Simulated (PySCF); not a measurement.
# BP+: bond curves at several levels of theory

An exercise on one series of results from a longer session: the logs are not shown, and one member is left open.

Computed with PySCF 2.14.0. Level: B def2-TZVPPD, P def2-TZVPPD, no relativity.

The first run:

The job is set up so:

```
atoms                         : B, P
charge                        : 1
basis                         : B def2-TZVPPD, P def2-TZVPPD
Hamiltonian                   : no relativity
basis functions               : 85
electrons treated             : 19
masses in u                   : 11.0093, 30.9738
levels                        : PBE0, PBE, r²SCAN, BLYP, M06, PW91, TPSS, B2PLYP, ωB97M-V, HF, MP2, SCS-MP2, CCSD, CCSD(T)
grid                          : 80 radial by 434 angular points
occupations                   : held fixed by the projection of orbital angular momentum
dissociation limit            : B+ + P, each in its ground configuration
starting distance in angstrom : 1.980
values of 2S to try           : 1, 3
```

Launch:

```console
> OMP_NUM_THREADS=2 python dia.py task.json out
```

Among the steps run: Input; First curve: PBE0; Excited determinants; PBE (GGA); r²SCAN; BLYP; M06; PW91; TPSS; B2PLYP; ωB97M-V; UHF (mean field); MP2 and coupled cluster.

One of the session's tables, all rows but one given; the rest of the session is left out.

It belongs to the step «Constants by level of theory». Differences from CCSD(T) in the same basis:

```
      level  Re (mÅ)  ωe (%)
        UHF      -41    +9.3
    UHF-MP2      -34   +14.1
UHF-SCS-MP2      -22    +7.1
   UHF-CCSD        ?       ?
        PBE       -5    +6.0
       PW91       -8    +6.4
       BLYP       +5    +1.7
       TPSS       -8    +7.1
     r²SCAN      -23   +11.0
       PBE0      -26   +10.6
        M06      -20    +8.2
    ωB97M-V      -33   +11.4
     B2PLYP      -18    +7.5
```

**Question.** Estimate the row for UHF-CCSD.

**Answer.** Re (mÅ): -9; ωe (%): +0.5. In the column «Re (mÅ)» it lies between B2PLYP (-18) and PW91 (-8).
